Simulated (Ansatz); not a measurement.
**CH4Si (SMILES C=[SiH2]): CCSDT(Q)/STO-3G**

What is the energy change on altering one bond length of CH4Si at CCSDT(Q)/STO-3G? 

Program for the calculation: Ansatz 0.2.0.

43 further runs of the same task are left out: 43 set aside as unsound or not needed.

## Step 1: The molecule

CH4Si has 6 atoms, charge 0, and is taken as a singlet. SMILES: `C=[SiH2]`. The shape is that of a GFN2-xTB optimisation.

Bond lengths: C1–Si2 1.748 Å, C1–H3 1.077 Å, C1–H4 1.077 Å, Si2–H5 1.458 Å, Si2–H6 1.458 Å. Angles: C1–Si2–H5 124.5°, C1–Si2–H6 124.6°, Si2–C1–H3 122.4°, Si2–C1–H4 122.5°, H5–Si2–H6 110.9°, H3–C1–H4 115.0°.

## Step 2: The energy at CCSDT(Q)/STO-3G

Contents of job.yaml:

```yaml
crystal:
  periodic: [false, false, false]
  atoms:
    - {symbol: C, position_ang: [-0.738690, -0.547160, -0.265100]}
    - {symbol: Si, position_ang: [0.611270, 0.451760, 0.218260]}
    - {symbol: H, position_ang: [-1.408510, -0.996610, 0.448130]}
    - {symbol: H, position_ang: [-0.962920, -0.758160, -1.296740]}
    - {symbol: H, position_ang: [0.952980, 0.765970, 1.600750]}
    - {symbol: H, position_ang: [1.545870, 1.084200, -0.705300]}
basis:
  gaussian: {orbitals: STO-3G}
correlation: {method: ccsdt_q, frozen_orbitals: {C: 1, H: 0, Si: 5}}
accuracy: high
scf: {omitted_lower_state_checks: [cluster_reference, increment]}
```

Run with:

```
$ ansatz run job.yaml --threads 1 --pin off --max-ram 2610MiB --events-out events.jsonl --progress --plain --runs-dir runs
```

Log, shortened:

```text
Warning: RAYON_NUM_THREADS=1 ignored (pool sized by the plan → 1); use --threads N
Functional definition: HF
  name "HF"
[...]
310 factors; integrals over basis functions are off by at most 1.1e-8 eV
[...]
mean field -8849.52545805 eV, -325.2140621594 hartree, gradient 2.9e-8 eV, S^2 0.000000; 0 other end points of the search recorded, 0 dependent functions left out; unrestricted orbitals would lower it
6 core orbitals not correlated: weight in the atoms' cores, before any rotation towards them, 0.999 or more for the frozen orbitals, at most 0.000 for the correlated occupied ones
reference -8849.52545805 eV, -325.2140621594 hartree; 6, 6 occupied and 6, 6 virtual orbitals, 310 factors
second order -3.33090544 eV of doubles, -0.00000000 eV of singles
cycle   1  -3.91202271 eV  change   -5.8e-1 eV  update   9.4e-2
[...]
cycle  24  -4.46691375 eV  change   5.1e-10 eV  update  2.4e-10
perturbative correction -0.01336084 eV, -0.0004910017 hartree
Total energy: -8854.00573263 eV, -325.3787092137 hartree
Checks for a lower state left out: cluster_reference, increment
```

Run time: 0.28 s. Hardware: 1 thread of Arm Neoverse V1, shared host.

## Step 3: The distorted shape, same level

Contents of molecule.yaml:

```yaml
crystal:
  periodic: [false, false, false]
  atoms:
    - symbol: C
      position_ang: [-0.972352, -0.705278, -0.034198]
    - symbol: Si
      position_ang: [0.377608, 0.293642, 0.449162]
    - symbol: H
      position_ang: [-1.642172, -1.154728, 0.679032]
    - symbol: H
      position_ang: [-1.196582, -0.916278, -1.065838]
    - symbol: H
      position_ang: [0.719318, 0.607852, 1.831652]
    - symbol: H
      position_ang: [1.545870, 1.084200, -0.705300]
basis:
  gaussian:
    orbitals: STO-3G
scf:
  omitted_lower_state_checks: [cluster_reference, increment]
accuracy: high
correlation:
  method: ccsdt_q
  frozen_orbitals: {C: 1, H: 0, Si: 5}
```

Run with:

```
$ ansatz run molecule.yaml --threads 1 --pin off --max-ram 2610MiB --events-out events.jsonl --progress --plain --runs-dir runs
```

Log, shortened:

```text
Warning: RAYON_NUM_THREADS=1 ignored (pool sized by the plan → 1); use --threads N
[... 2 set-up lines as earlier in the session ...]
[...]
310 factors; integrals over basis functions are off by at most 1.2e-8 eV
[...]
mean field -8847.99212439 eV, -325.1577131868 hartree, gradient 4.9e-8 eV, S^2 0.000000; 1 other end points of the search recorded, 0 dependent functions left out; unrestricted orbitals would lower it
6 core orbitals not correlated: weight in the atoms' cores, before any rotation towards them, 1.000 or more for the frozen orbitals, at most 0.000 for the correlated occupied ones
reference -8847.99212439 eV, -325.1577131868 hartree; 6, 6 occupied and 6, 6 virtual orbitals, 310 factors
second order -3.55719236 eV of doubles, -0.00000000 eV of singles
cycle   1  -4.21816671 eV  change   -6.6e-1 eV  update   1.0e-1
[...]
cycle  25  -4.87584915 eV  change    1.1e-9 eV  update  7.4e-10
perturbative correction -0.01278136 eV, -0.0004697063 hartree
Total energy: -8852.88075489 eV, -325.3373670443 hartree
Checks for a lower state left out: cluster_reference, increment
```

Wall time 0.3 s (1 thread of Arm Neoverse V1, shared host).

## Step 4: Results

Level: CCSDT(Q)/STO-3G, 6 core orbitals frozen.

| quantity | value |
| --- | --- |
| first shape: total energy | -325.37871 Eh |
| first shape: correlation energy (6 core orbitals frozen) | -164.6 mEh |
| first shape: T1 diagnostic | 0.015 |
| distorted shape: total energy | -325.33737 Eh |
| distorted shape: correlation energy (6 core orbitals frozen) | -179.7 mEh |
| distorted shape: T1 diagnostic | 0.016 |
| energy change with the Si2–H6 bond stretched from 1.458 to 1.823 Å | 1.125 eV |

With the Si2–H6 bond stretched from 1.458 to 1.823 Å the energy rises by 1.12 eV (109 kJ/mol). The first shape isn't relaxed at this level, so the change isn't measured from a minimum. The minimal basis adds a large error of its own. The restricted solution (first shape) is unstable to spin breaking: an unrestricted one lies lower. The restricted solution (distorted shape) is unstable to spin breaking: an unrestricted one lies lower.
